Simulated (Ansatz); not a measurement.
**[Si4]4-: structure and electronic state**

Aim: characterise [Si4]4- as a singlet: its structure, frontier levels and distribution of charge.

Program: Ansatz 0.2.0, Gaussian basis. Level of theory: RKS PBE0-D4/def2-TZVPD. These are calculated values, not measurements.

Plan: relaxation at r2SCAN-D4/def2-TZVPD; a search for the lowest solution at PBE0-D4/def2-SVP; a single point at PBE0-D4/def2-TZVPD.

## (1) The starting structure

4 atoms, charge -4, spin multiplicity 1.

Atoms are counted from 1 here; the program's logs count them from 0.

Bond lengths: Si1–Si2 1.922 Å, Si1–Si3 1.922 Å, Si1–Si4 1.922 Å, Si2–Si3 1.863 Å, Si2–Si4 1.863 Å, Si3–Si4 1.863 Å. Angles: Si2–Si1–Si3 58.0°, Si2–Si1–Si4 58.0°, Si3–Si1–Si4 58.0°, Si1–Si2–Si3 61.0°, Si1–Si2–Si4 61.0°, Si3–Si2–Si4 60.0°, Si1–Si3–Si2 61.0°, Si1–Si3–Si4 61.0°, Si2–Si3–Si4 60.0°, Si1–Si4–Si2 61.0°, Si1–Si4–Si3 61.0°, Si2–Si4–Si3 60.0°.

Coordinates:

```xyz
4
charge -4, multiplicity 1
Si    1.1921    0.0027    0.0771
Si   -0.4644    0.3198    0.9985
Si   -0.3479    0.7277   -0.8152
Si   -0.3798   -1.0502   -0.2605
```

The ion is computed in the gas phase, without counter-ions or solvent.

The start is a GFN2-xTB geometry.

## (2) Relaxation at r2SCAN-D4/def2-TZVPD

in.yaml reads:

```yaml
crystal:
  periodic: [false, false, false]
  atoms:
    - {symbol: Si, position_ang: [1.192070, 0.002750, 0.077130]}
    - {symbol: Si, position_ang: [-0.464400, 0.319820, 0.998540]}
    - {symbol: Si, position_ang: [-0.347870, 0.727680, -0.815170]}
    - {symbol: Si, position_ang: [-0.379790, -1.050250, -0.260510]}
basis:
  gaussian: {orbitals: def2-TZVPD}
total_charge: -4
hamiltonian: {xc: r2scan, dispersion: d4}
scf: {lower_state_search: "off"}
output: {orbitals: {seedname: orbitals}}
relax: {f_tol: 0.02, max_steps: 100}
```

Run with:

```bash
ansatz run in.yaml --threads 4 --pin off --events-out ev --progress --plain --max-ram 3916MiB
```

After this run come: Searching for the lowest solution, PBE0-D4/def2-SVP; Single point, PBE0-D4/def2-TZVPD.

Q: Predict the results of all the runs planned. Wanted: point group; commonest bond; HOMO, LUMO at PBE0-D4/def2-TZVPD.

The runs gave:

| quantity | value |
| --- | --- |
| point group | Td |
| commonest bond | Si–Si, 6 of mean length 2.453 Å |
| HOMO, LUMO at PBE0-D4/def2-TZVPD | 10.65, 11.86 eV |

In words: The molecule keeps its bonding pattern by the stored test; the atoms moved 0.34 Å (rms). No usable vibrations, so a minimum isn't proven. The HOMO lies nearest to 4 Si atoms about 25 % each and the LUMO to Si1 44 %; Si3, Si4 about 22 % each. Doubts on the single point: highest occupied level lies above zero.
